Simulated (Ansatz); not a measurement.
The inner images of a band of C3H5NO (10 atoms, charge 0, multiplicity 1) are given out of order.

Level of theory: RKS r2SCAN-D4/def2-SVP (Ansatz 0.2.0).

Image 0:

```xyz
10
Properties=species:S:1:pos:R:3
C -0.554 -0.307 1.705
C 0.238 0.036 0.684
C -0.266 -0.057 -0.722
N 0.643 0.321 -1.671
O -1.391 -0.436 -1.005
H -0.219 -0.252 2.744
H -1.571 -0.655 1.494
H 1.263 0.387 0.858
H 0.365 0.280 -2.645
H 1.576 0.632 -1.439
```

Image 8:

```xyz
10
Properties=species:S:1:pos:R:3
C 0.027 -0.551 1.461
C -0.282 0.528 0.730
C -0.333 0.587 -0.762
N 0.419 -0.341 -1.432
O -1.040 1.402 -1.335
H -0.013 -0.529 2.554
H 0.301 -1.506 0.999
H -0.614 1.457 1.207
H 0.439 -0.269 -2.443
H 1.178 -0.829 -0.976
```

Problem. Put them in order from the first end to the last, with their energies above the first end.
A.
```xyz
10
Properties=species:S:1:pos:R:3
C -0.458 -0.439 1.658
C 0.122 0.284 0.695
C -0.347 0.196 -0.727
N 0.668 0.254 -1.645
O -1.519 0.084 -1.041
H -0.112 -0.397 2.695
H -1.287 -1.110 1.416
H 0.966 0.949 0.919
H 0.428 0.051 -2.610
H 1.623 0.077 -1.358
```
B.
```xyz
10
Properties=species:S:1:pos:R:3
C -0.042 -0.567 1.472
C -0.193 0.538 0.730
C -0.354 0.547 -0.758
N 0.468 -0.303 -1.447
O -1.193 1.248 -1.298
H -0.019 -0.520 2.565
H 0.019 -1.561 1.015
H -0.326 1.519 1.199
H 0.421 -0.273 -2.460
H 1.302 -0.679 -1.016
```
C.
```xyz
10
Properties=species:S:1:pos:R:3
C -0.380 -0.495 1.623
C 0.062 0.365 0.702
C -0.372 0.293 -0.737
N 0.664 0.132 -1.614
O -1.533 0.389 -1.089
H -0.068 -0.425 2.669
H -1.064 -1.305 1.352
H 0.757 1.170 0.975
H 0.441 -0.018 -2.592
H 1.576 -0.158 -1.286
```
D.
```xyz
10
Properties=species:S:1:pos:R:3
C -0.119 -0.572 1.506
C -0.113 0.514 0.724
C -0.369 0.493 -0.754
N 0.517 -0.241 -1.490
O -1.316 1.086 -1.241
H -0.029 -0.489 2.594
H -0.268 -1.575 1.093
H -0.030 1.518 1.159
H 0.423 -0.221 -2.501
H 1.387 -0.564 -1.088
```
E.
```xyz
10
Properties=species:S:1:pos:R:3
C -0.292 -0.538 1.586
C 0.008 0.426 0.711
C -0.381 0.374 -0.745
N 0.619 -0.033 -1.578
O -1.486 0.701 -1.138
H -0.040 -0.445 2.647
H -0.808 -1.451 1.272
H 0.515 1.344 1.041
H 0.437 -0.078 -2.574
H 1.510 -0.353 -1.221
```
F.
```xyz
10
Properties=species:S:1:pos:R:3
C -0.204 -0.563 1.547
C -0.047 0.474 0.718
C -0.379 0.435 -0.750
N 0.568 -0.151 -1.537
O -1.413 0.908 -1.186
H -0.035 -0.461 2.624
H -0.548 -1.539 1.186
H 0.255 1.456 1.103
H 0.431 -0.149 -2.542
H 1.454 -0.462 -1.159
```
G.
```xyz
10
Properties=species:S:1:pos:R:3
C -0.516 -0.377 1.689
C 0.184 0.170 0.690
C -0.311 0.077 -0.720
N 0.649 0.324 -1.665
O -1.465 -0.193 -1.009
H -0.170 -0.340 2.725
H -1.460 -0.887 1.467
H 1.134 0.683 0.881
H 0.405 0.151 -2.634
H 1.632 0.341 -1.421
```

Solution. G (+0.029 eV), A (+0.115 eV), C (+0.217 eV), E (+0.264 eV), F (+0.234 eV), D (+0.165 eV), B (+0.102 eV).

Run time: 3.7 min on 2 threads of Arm Neoverse V1, with other jobs on the host, peak memory 0.19 GiB.
